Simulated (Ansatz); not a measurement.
For SnBr₂ (Pnma, No. 62; cell taken from a computed entry), LDA (plane waves, PAW; Ansatz, an electronic-structure program) gives:

| Quantity | Result |
|---|---|
| cohesive energy | 3.38 eV/atom |
| band gap | 2.01 eV |

Question: What does PBEsol (Ansatz, plane waves, PAW) give for the same quantities?

Answer: 
- cohesive energy: 3.03 eV/atom (drops by 0.35 eV/atom)
- band gap: 2.10 eV (grows by 0.09 eV)

Changes are worked out from the printed values.

Unless a cell is named, each level is at its own relaxed cell (LDA 28.32, PBEsol 30.53 Å³/atom).

Levels without +SOC leave out spin–orbit coupling, which shifts energies and cells of such heavy elements.

Spin–orbit coupling is included only where a level's name says +SOC; with heavier elements it mostly lowers gaps and can invert bands. Density-functional gaps are differences of (generalised) Kohn–Sham levels.

Caveats: the relaxation could not lower the start's symmetry, so the cell can be a saddle point above a distorted one (LDA, PBEsol). Ansatz's density-functional and Hartree–Fock values are scalar-relativistic unless marked +SOC, with PAW data made under PBE.
